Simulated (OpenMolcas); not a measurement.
## How methods differ on BN (boron nitride)

BN: 2 atoms, total charge 0, spin state triplet. SMILES: `B#N`. The shape is that of a PBE0-D4/def2-TZVP optimisation.

```xyz
2

B     0.0000    0.0000   -0.0235
N     0.0000    0.0000    1.2919
```

Quantity: the energy change with the B1–N2 bond stretched from 1.315 to 2.894 Å, in eV. The values are calculated.

| level | kind | program | value (eV) | less CCSD(T)/cc-pVTZ | CPU time (all runs) |
| --- | --- | --- | --- | --- | --- |
| USVWN5/cc-pVTZ | LDA | OpenMolcas | 5.23 | +1.20 | 20 s |
| UBLYP/cc-pVTZ | GGA | OpenMolcas | 4.57 | +0.54 | 30 s |
| UPBE/cc-pVTZ | GGA | OpenMolcas | 4.77 | +0.74 | 27 s |
| UM06-L/cc-pVTZ | meta-GGA | OpenMolcas | 4.61 | +0.58 | 2.3 min |
| UB3LYP/cc-pVTZ | global hybrid | OpenMolcas | 4.47 | +0.44 | 28 s |
| UM06-2X/cc-pVTZ | hybrid meta-GGA | OpenMolcas | 4.43 | +0.40 | 2.9 min |
| UPBE0/cc-pVTZ | global hybrid | OpenMolcas | 4.52 | +0.49 | 28 s |
| ROCCSD(T)/cc-pVTZ | coupled cluster or CI | OpenMolcas | 4.03 | 0.00 | 16 s |

ROCCSD(T)/cc-pVTZ is the highest level here, not the true value. At this stretch a single reference begins to fail. The first shape isn't each level's own minimum. The values span 4.03 to 5.23 eV. Spin contamination of the reference (⟨S²⟩ at least 0.1 too high) touches USVWN5/cc-pVTZ, UBLYP/cc-pVTZ, UPBE/cc-pVTZ, UM06-L/cc-pVTZ, UB3LYP/cc-pVTZ, UM06-2X/cc-pVTZ, UPBE0/cc-pVTZ. Times are those of the runs behind each value, whatever else they computed, on shared processors of several kinds: orders of magnitude only.
